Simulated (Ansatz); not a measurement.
# Gold, fcc: convergence with the plane-wave cutoff

Computed with Ansatz, PBE, scalar-relativistic PAW, on the relaxed cell (a = 4.157 Å; spin not included). Errors count from a run at 420 eV on a Γ-centred 21×21×21 mesh with Fermi-Dirac smearing of 0.1 eV, extrapolated to zero width. Fixed here: mesh 13×13×13, Fermi-Dirac width 0.1 eV. The pressure holds a Pulay correction and is unreliable far below the recommended cutoff. The SCF starts from atomic densities corrected by a trained network.

| cutoff (eV) | E(σ→0) error (meV/atom) | P (GPa) | SCF iterations |
| --- | --- | --- | --- |
| 150 | 51083.9 | -96.80 | 8 |
| 200 | 9661.9 | 15.74 | 7 |
| 250 | 1206.7 | 1.44 | 6 |
| 300 | 103.8 | -0.58 | 6 |
| 350 | 2.5 | 0.02 | 6 |
| 500 | -3.7 | 0.00 | 6 |
| 600 | -3.9 | 0.00 | 6 |
| 800 | -4.0 | 0.00 | 6 |

Q: What does the run at 420 give (cutoff)?

A: E(σ→0) error (meV/atom): -2.6; P (GPa): 0.00; SCF iterations: 6.

Within 5 meV/atom of the last row: from 420 eV on.
